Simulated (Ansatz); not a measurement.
Input file:

```yaml
crystal:
  periodic: [false, false, false]
  atoms:
    - {symbol: Ge, position_ang: [0.000000, 0.000857, 1.516363]}
    - {symbol: Al, position_ang: [0.000000, 0.001135, -3.961637]}
    - {symbol: H, position_ang: [0.000000, 1.408983, 2.141297]}
    - {symbol: H, position_ang: [1.232737, -0.738793, 2.077434]}
    - {symbol: H, position_ang: [-1.232737, -0.738793, 2.077434]}
    - {symbol: H, position_ang: [0.000000, 1.358285, -4.785666]}
    - {symbol: H, position_ang: [0.000000, -1.381804, -4.742395]}
basis:
  gaussian: {orbitals: STO-3G, fitting: {mean_field: def2-universal-jkfit}}
correlation: {method: sc_nevpt2, electrons: outside_noble_gas, active_space: {window: {electrons: 4, orbitals: 3}, states: [{multiplicity: 1, weights: [1, 1, 1, 1]}, {multiplicity: 3, weights: [1]}], root: 2}}
scf: {lower_state_search: off}
output: {forces: true}
```

```sh
$ ansatz run in.yaml --threads 1 --pin off --events-out ev --progress --plain --max-ram 2393MiB
```

Output:

```
these checks for a lower state are left out or cut short: stability, starts, cluster_reference, orbital_swaps, neighbouring_geometries, increment
484 factors; integrals over basis functions are off by at most 1.6e-2 eV
mean field evaluation 1: about -62402.9410 eV, gradient 1.6e1 eV
mean field evaluation 2: about -62396.3100 eV, gradient 2.0e1 eV
mean field evaluation 4: about -62404.1311 eV, gradient 6.5e0 eV
mean field evaluation 8: about -62403.9597 eV, gradient 5.0e0 eV
mean field evaluation 16: about -62405.5186 eV, gradient 9.1e-7 eV
mean field -62405.51860360 eV, -2293.3605087027 hartree, gradient 9.1e-7 eV, S^2 0.000000; 0 other end points of the search recorded, 0 dependent functions left out
reference -62405.51860360 eV, -2293.3605087027 hartree; 25, 25 occupied and 7, 7 virtual orbitals, 484 factors
state -62409.48676264 eV, -2293.5063358574 hartree
state -62403.57282127 eV, -2293.2890025208 hartree
state -62402.15348033 eV, -2293.2368427032 hartree
state -62397.46128285 eV, -2293.0644076266 hartree
state -62409.48676264 eV, -2293.5063358574 hartree; corrected -62411.07331137 eV, -2293.5646404479 hartree
state -62403.57282127 eV, -2293.2890025208 hartree; corrected -62405.65067025 eV, -2293.3653620623 hartree
state -62402.15348033 eV, -2293.2368427032 hartree; corrected -62404.31078587 eV, -2293.3161222195 hartree
state -62397.46128285 eV, -2293.0644076266 hartree; corrected -62399.69621366 eV, -2293.1465398187 hartree
state -62409.48621880 eV, -2293.5063158719 hartree
state -62409.48621880 eV, -2293.5063158719 hartree; corrected -62411.07271321 eV, -2293.5646184660 hartree
the calculation of the forces begins
WARN: the results are in doubt because a perturber lies 1.470 eV below the state at -62397.46128285 eV, -2293.0644076266 hartree; its orbitals belong in the active space
Total energy: -62404.31078587 eV, -2293.3161222195 hartree
Atom 0 at     0.000000     0.000857     1.516363 Å, force     0.000000     3.836119    -4.911602 eV/Å
Atom 1 at     0.000000     0.001135    -3.961637 Å, force    -0.000000    -0.007108    -0.724211 eV/Å
Atom 2 at     0.000000     1.408983     2.141297 Å, force    -0.000000    -1.996811     0.621860 eV/Å
Atom 3 at     1.232737    -0.738793     2.077434 Å, force    -0.529089    -0.920491     2.135972 eV/Å
Atom 4 at    -1.232737    -0.738793     2.077434 Å, force     0.529089    -0.920491     2.135972 eV/Å
Atom 5 at     0.000000     1.358285    -4.785666 Å, force     0.000000    -1.428885     0.392413 eV/Å
Atom 6 at     0.000000    -1.381804    -4.742395 Å, force    -0.000000     1.437666     0.349597 eV/Å
Dipole moment:    -0.000000    -0.274122     0.884669 e Å
In doubt: a perturber lies 1.470 eV below the state at -62397.46128285 eV, -2293.0644076266 hartree; its orbitals belong in the active space
Checks for a lower state left out: stability, starts, cluster_reference, orbital_swaps, neighbouring_geometries, increment
```

Natural occupations, averaged over the states: 1.7993 1.2007 1.0000.

Forces (eV/Å):
```
Ge   0.000  3.836 -4.912
Al   0.000 -0.007 -0.724
H    0.000 -1.997  0.622
H   -0.529 -0.920  2.136
H    0.529 -0.920  2.136
H    0.000 -1.429  0.392
H    0.000  1.438  0.350
```

Ran on 1 thread of AMD EPYC 9R45, shared host: 0.3 s wall, 0.22 GiB peak host memory.
